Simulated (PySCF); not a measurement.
# Choosing a basis for TDDFT

C₅H₁₀.
Cartesian coordinates in Å at the PBE0-D3(BJ)/def2-SVP level; atoms count from 1:
```xyz
15
C5H10 angstrom
C      2.1163    0.2332   -0.4572
C      1.3322   -0.1635    0.7509
C      0.0349   -0.4894    0.8143
C     -0.9589   -0.5257   -0.3049
C     -2.0864    0.4876   -0.1234
H      2.9705   -0.4469   -0.6132
H      1.5155    0.2338   -1.3769
H      2.5433    1.2426   -0.3329
H      1.8990   -0.1859    1.6899
H     -0.3700   -0.7461    1.8017
H     -0.4623   -0.3600   -1.2735
H     -1.3953   -1.5397   -0.3577
H     -2.8322    0.4069   -0.9290
H     -2.6103    0.3348    0.8337
H     -1.6955    1.5169   -0.1227
```

TDDFT with PBE0 (PySCF), vertical singlets, core orbitals frozen in the response, spherical d and f functions. One conformer (not necessarily the lowest) at the PBE0-D3(BJ)/def2-SVP geometry, without solvent, vibrations or thermal averaging.

```json
{"basis": "6-31G*", "functions": "90", "diffuse": "no", "S1 (eV)": "7.55", "S2 (eV)": "8.17", "S3 (eV)": "8.36", "S4 (eV)": "8.56", "S5 (eV)": "8.88", "LUMO (eV)": "1.10", "α (au)": "54.2"}
{"basis": "def2-SVP", "functions": "120", "diffuse": "no", "S1 (eV)": "7.35", "S2 (eV)": "7.64", "S3 (eV)": "7.96", "S4 (eV)": "8.06", "S5 (eV)": "8.51", "LUMO (eV)": "0.81", "α (au)": "56.6"}
{"basis": "def2-SVPD", "functions": "180", "diffuse": "yes", "S1 (eV)": "6.60", "S2 (eV)": "7.07", "S3 (eV)": "7.20", "S4 (eV)": "7.54", "S5 (eV)": "7.86", "LUMO (eV)": "0.53", "α (au)": "64.8"}
{"basis": "def2-TZVP", "functions": "215", "diffuse": "no", "S1 (eV)": "6.94", "S2 (eV)": "7.24", "S3 (eV)": "7.55", "S4 (eV)": "7.90", "S5 (eV)": "7.92", "LUMO (eV)": "0.62", "α (au)": "63.3"}
```

Compare the sets with the largest diffuse one.

States are compared by their number. Against the only diffuse basis here (def2-SVPD, itself not a converged limit), sets without diffuse functions differ by up to 0.95 eV in S1 and 1.02 eV in S5. Every set without diffuse functions puts S1 more than 0.3 eV higher, so even the lowest state needs them here. State by state, the largest deviation of a set without diffuse functions is S1 0.95, S2 1.09, S3 1.16, S4 1.02, S5 1.02 eV. The same number needn't mean the same state in each row. Against def2-SVPD the polarisability deviates by -16% in 6-31G*, -13% in def2-SVP, -2% in def2-TZVP.
